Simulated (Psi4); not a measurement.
# B2PLYP/heavy-aug-cc-pVDZ (density fitting, density fitting for correlation, sweep point 3) run of C4H4 (SMILES C#CC=C)

Aim: a single-point energy of C4H4. Input form: a Python script.

The results are computed with Psi4 1.11.

25 further runs of the same task are left out: 25 set aside as unsound or not needed.

### 1 The molecule

C4H4: 8 atoms, total charge 0, spin state singlet. SMILES: `C#CC=C`. Geometry: relaxed at PBE0-D4/def2-TZVP.

Bond lengths: C1–C2 1.203 Å, C2–C3 1.418 Å, C3–C4 1.332 Å, C1–H5 1.064 Å, C3–H6 1.087 Å, C4–H7 1.083 Å, C4–H8 1.083 Å. Angles: C1–C2–C3 178.4°, C2–C3–C4 124.2°, C2–C1–H5 179.5°, C2–C3–H6 116.0°, C4–C3–H6 119.8°, C3–C4–H7 120.7°, C3–C4–H8 121.4°, H7–C4–H8 117.8°.

### 2 The energy at B2PLYP/heavy-aug-cc-pVDZ (density fitting, density fitting for correlation, sweep point 3)

The input, job.py:

```python
import psi4

psi4.set_memory(1600000000)
psi4.set_num_threads(1)
psi4.set_output_file('run.log', False)

geom = psi4.geometry("""
0 1
C     -1.091410     1.580200    -0.894340
C     -0.344360     0.836000    -0.315100
C      0.557310    -0.009980     0.378930
C      0.447630    -1.336260     0.433930
H     -1.757270     2.231190    -1.409380
H      1.379720     0.485740     0.888310
H      1.169620    -1.929270     0.981270
H     -0.361240    -1.857610    -0.063610
units angstrom
symmetry c1
""")

psi4.set_options({
    'basis': 'heavy-aug-cc-pVDZ',
    'puream': True,
    'scf_type': 'df',
    'dft_radial_points': 99,
    'dft_spherical_points': 590,
    'num_frozen_docc': 4,
})

e_tot = psi4.energy('b2plyp')
print('E =', round(e_tot, 9))
```

On the command line:

```console
python job.py
```

**Question.** What will come out? Wanted: total energy; HOMO energy; LUMO energy; HOMO–LUMO gap.

**Answer.** As computed:

At B2PLYP/heavy-aug-cc-pVDZ (density fitting, density fitting for correlation, sweep point 3), 4 core orbitals frozen:

| quantity | value |
| --- | --- |
| total energy | -154.57892 Eh |
| HOMO energy (SCF part's orbitals) | -7.99 eV |
| LUMO energy (SCF part's orbitals) | 0.27 eV |
| HOMO–LUMO gap (SCF part's orbitals) | 8.25 eV |
